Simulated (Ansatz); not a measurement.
N2O, SMILES `[N-]=[N+]=O`. Charge 0, multiplicity 1. Geometry: relaxed with PBE0-D4/def2-TZVP.

```xyz
3

N     0.526    0.275   -0.970
N     0.009    0.005   -0.016
O    -0.535   -0.279    0.986
```

Question: What is the dipole moment at PBE/def2-TZVPP? (Best estimate.)

Answer: Computed: 0.18 D, with components (-0.08, -0.04, 0.16) D in this frame, pointing from negative to positive charge.

Question: And with r2SCAN, B3LYP, ωB97M-V? (Estimate.)

Answer: Ansatz gave: r2SCAN 0.13 D, B3LYP 0.01 D, ωB97M-V 0.11 D.

Question: Give the Mulliken charges with PBE, r2SCAN, B3LYP in def2-TZVPP. (Estimate.)

Answer: The calculation gave: 
```csv
atom,PBE,r2SCAN,B3LYP
N1,-0.11,-0.16,-0.12
N2,0.33,0.47,0.40
O3,-0.22,-0.32,-0.28
```

B3LYP here is the variant with VWN-RPA as its local correlation; programs differ in this.
